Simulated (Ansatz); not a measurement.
in.yaml

```yaml
crystal:
  periodic: [false, false, false]
  atoms:
    - {symbol: O, position_ang: [0.054404, -0.002738, 0.004709]}
    - {symbol: H, position_ang: [-0.277676, 0.917826, -0.006442]}
    - {symbol: H, position_ang: [-0.241562, -0.405778, 0.834680]}
    - {symbol: H, position_ang: [-0.344340, -0.468589, -0.902992]}
basis:
  gaussian: {orbitals: aug-cc-pVDZ}
total_charge: -1
magnetization: {spin_polarized: true, initial_magnetization: 2}
hamiltonian: {xc: {name: B2PLYP}}
correlation: {electrons: outside_noble_gas}
```

```sh
$ ansatz run in.yaml --threads 1 --pin off --events-out ev --progress --plain --max-ram 2393MiB
```

Log:

```
468 factors; integrals over basis functions are off by at most 7.8e-4 eV
mean field evaluation 1: about -2083.3169 eV, gradient 3.2e1 eV
mean field evaluation 2: about -2083.3048 eV, gradient 3.2e1 eV
mean field evaluation 4: about -2088.3316 eV, gradient 2.5e0 eV
mean field evaluation 8: about -2088.3889 eV, gradient 9.7e-2 eV
mean field evaluation 16: about -2088.3902 eV, gradient 5.3e-3 eV
mean field evaluation 32: about -2088.3598 eV, gradient 4.6e-1 eV
a density is far from that of the atoms, so the factors are made again for it
485 factors; integrals over basis functions are off by at most 6.6e-4 eV
mean field evaluation 64: about -2088.3897 eV, gradient 2.2e-2 eV
mean field evaluation 96: about -2088.2262 eV, gradient 3.8e-1 eV
mean field -2088.39018603 eV, -76.7469237749 hartree, gradient 1.8e-6 eV, S^2 2.000504; 4 other end points of the search recorded, 0 dependent functions left out
1 core orbitals not correlated: weight in the atoms' cores, before any rotation towards them, 1.000 or more for the frozen orbitals, at most 0.000 for the correlated occupied ones
reference -2088.39030329 eV, -76.7469280840 hartree; 6, 4 occupied and 43, 45 virtual orbitals, 485 factors
second order -7.71351018 eV of doubles, -0.00000000 eV of singles
Total energy: -2090.47295103 eV, -76.8234639771 hartree
```

Ran on 1 thread of Arm Neoverse V1, shared host: 4 s wall, 0.15 GiB peak host memory.
